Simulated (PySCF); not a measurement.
C5H7F.
Atom-mapped SMILES: `[F:1][CH:2]=[C:3]1[CH2:4][CH2:5][CH2:6]1` (hydrogens: H7 on C2; H8, H9 on C4; H10, H11 on C5; H12, H13 on C6)

The closed-shell ground state was solved at several levels (PySCF, density fitting, gas phase, non-relativistic). One conformer (not necessarily the lowest) at the PBE0-D3(BJ)/def2-SVP geometry, without solvent, vibrations or thermal averaging.

| level | basis functions | HOMO (eV) | LUMO (eV) | gap (eV) | dipole (D) |
| --- | --- | --- | --- | --- | --- |
| KT3/pcSseg-1 | 137 | -5.66 | -0.59 | 5.07 | 1.51 |
| HF/pcSseg-1 | 137 | -9.51 | 3.96 | 13.47 | 2.02 |
| B97-D/pcSseg-1 | 137 | -5.59 | -0.50 | 5.09 | 1.58 |
| KT2/pcSseg-1 | 137 | -5.64 | -0.57 | 5.07 | 1.56 |
| PBE0/pcSseg-1 | 137 | -6.83 | 0.37 | 7.20 | 1.70 |

(1) Estimate the row for wB97X-D/pcSseg-2, a basis of 314 functions; the other rows only guide the guess.

(2) In the pcSseg-1 basis, how does the gap go with the fixed share of exact exchange?

(3) How far do the dipole and the HOMO energy spread over the levels?

Results:

(1) HOMO -8.67 eV, LUMO 1.98 eV, gap 10.65 eV, dipole 1.78 D.

(2) KT2 (0 %) 5.07 eV; KT3 (0 %) 5.07 eV; B97-D (0 %) 5.09 eV; PBE0 (25 %) 7.20 eV; HF (100 %) 13.47 eV. Each rise in the share widens the gap here.

(3) The dipole runs from 1.51 to 2.02 D (mean 1.69 D) and the HOMO from -9.51 to -5.59 eV.
